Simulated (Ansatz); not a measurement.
C₃H₄FNS, SMILES `CC(=S)C(=N)F` at its PBE0-D4/def2-TZVP geometry, where that method's forces vanish. Charge 0, multiplicity 1.

```xyz
10

C    -0.3455    1.0264    0.8425
C     0.7140    0.2722    0.1180
S     2.2888    0.6241    0.1855
C     0.2175   -0.8642   -0.7002
N    -0.9979   -1.1604   -0.7695
F     1.1624   -1.5419   -1.3520
H     0.0938    1.8385    1.4163
H    -0.9001    0.3530    1.5017
H    -1.0789    1.4176    0.1320
H    -1.1542   -1.9653   -1.3742
```

(1) What forces (eV/Å) does r2SCAN-D4/def2-TZVPP give on these atoms in Ansatz 0.2.0? (An estimate is asked.)

Answers

(1) The calculation gave: 
```
C1  -0.056  0.073  0.065
C2  -0.190 -0.071 -0.033
S3   0.360  0.080  0.015
C4   0.034  0.256  0.197
N5  -0.439 -0.075  0.000
F6   0.325 -0.206 -0.204
H7  -0.016 -0.019 -0.013
H8  -0.013  0.009 -0.019
H9  -0.009 -0.017  0.015
H10  0.005 -0.030 -0.024
```
